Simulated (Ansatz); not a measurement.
Relaxed structures of CH3BCl (charge +1), singlet (PBE0-D4/def2-TZVP; forces vanish, vibrations not checked; lower isomers may exist, and structures with a doubtful reference or unclear bonds are left out; Å). Program: Ansatz 0.2.0. Basis: def2-TZVPP. Cores are frozen in the correlated methods.

Problem. Rank them by CCSD(T) energy, lowest first, and give each one's height above the lowest. Links in brackets join atoms within 1.22 times the sum of their covalent radii (1.1 for two metals). (Judge from chemistry; the value comes from the calculation.)
A.
CH₃BCl ([BH][CH][ClH]), total charge +1
```
6
angstrom
B -0.5153 -0.5213 0.1065
C 0.4812 0.4055 0.4432
Cl 1.9347 -0.2192 1.1520
H -1.3482 -1.2983 -0.1724
H 2.8013 -0.2176 0.1657
H 0.4412 1.4870 0.4181
```
B.
CH₃BCl ([BH2][CH][Cl]), total charge +1
```
6
angstrom
B -0.5716 -0.4174 -0.4107
C 0.4117 0.4437 0.3752
Cl 1.9523 0.0263 0.6264
H -1.2289 -1.2192 0.1839
H -0.6738 -0.2364 -1.5877
H 0.1103 1.4031 0.8130
```
C.
CH₃BCl ([BH]1[CH2][Cl]1), total charge +1
```
6
angstrom
B 0.1787 0.7520 0.4732
C -0.3292 -0.4102 -0.3307
Cl 1.5150 -0.4426 0.2292
H -0.8450 -1.2468 0.1385
H -0.3569 -0.3827 -1.4191
H 0.1416 1.7840 1.0341
```

Solution. By the calculation: C (0.00 kcal/mol), B (28.94 kcal/mol), A (52.04 kcal/mol). Heights count from the lowest.

No T1 diagnostic of these runs exceeds 0.021.

For scale, one of the runs: CCSD(T)/def2-TZVPP, 146 basis functions, launched by `ansatz run in.yaml --threads 2 --pin off --events-out ev --progress --plain --max-ram 4352MiB`. Time: 12 s of wall clock on 2 CPU threads of an Arm Neoverse V1; the host was shared. Peak host memory: 0.85 GiB.
